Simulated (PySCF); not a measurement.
Match the calculated data to a structure.

All candidates are C5H5Cl.

| technique | computed result |
| --- | --- |
| Rotational structure | rotational constants A, B, C: 6.648, 1.354, 1.203 GHz [PBE0-D3(BJ)/def2-SVP] |
| Dipole | 1.84 D [B3LYP/def2-SVPD] |
| UV, first state | lowest singlet excitation: 5.04 eV (246 nm, f = 0.025) [TDDFT B3LYP/def2-SVPD] |
| UV, strongest line | among the 6 lowest singlet transitions: S2 at 5.23 eV (237 nm, f = 0.290) [TDDFT B3LYP/def2-SVPD] |
| Polarisability | 78.5 au [B3LYP/def2-SVPD] |

The electronic properties come from PySCF, for the isolated species, density fitting. Levels stand in brackets. Isolated species at its PBE0-D3(BJ)/def2-SVP geometry (one conformer only).

Problem. Which candidate is it?
A. `C=CC#CCCl`
B. `CC1=CC/1=C\Cl`
C. `C#C/C=C\CCl`

Solution. C. It is `C#C/C=C\CCl`. Numbering: `[CH:1]#[C:2]/[CH:3]=[CH:4]\[CH2:5][Cl:6]`. Its formula, C5H5Cl, gives 3 degrees of unsaturation: 0 rings and 3 π bonds in the structure found. S1 is mainly HOMO−1→LUMO (weight 0.85); the largest Löwdin shares of the orbital it empties are 0.37 on the terminal alkyne carbon, 0.35 on the alkyne carbon, 0.11 on the alkyl chlorine and 0.06 on an alkene CH carbon, of the orbital it fills 0.25 on an alkene CH carbon, 0.21 on an alkene CH carbon, 0.15 on the terminal alkyne carbon and 0.12 on the alkyne carbon. The optimised geometry has point group C1 and is an asymmetric top.

The others, at the same levels:
- `CC1=CC/1=C\Cl` fails: its computed lowest singlet excitation is 4.00 eV (310 nm, f = 0.018) (against 5.04 eV), static isotropic polarisability is 76.0 au (against 78.5 au) and rotational constant A is 12.027 GHz (against 6.648 GHz).
- `C=CC#CCCl` fails: its computed strongest line among the 6 lowest singlet transitions is S5 at 6.47 eV (192 nm, f = 0.286) (against S2 at 5.23 eV), static isotropic polarisability is 82.6 au (against 78.5 au) and rotational constant A is 15.967 GHz (against 6.648 GHz).

Each candidate is one conformer, not necessarily the lowest. Dipoles, sizes and rotational constants follow the conformer. The torsions of the flexible species, by atom-mapped SMILES:
- `[CH:1]#[C:2]/[CH:3]=[CH:4]\[CH2:5][Cl:6]`: C3–C4–C5–Cl6 -120°
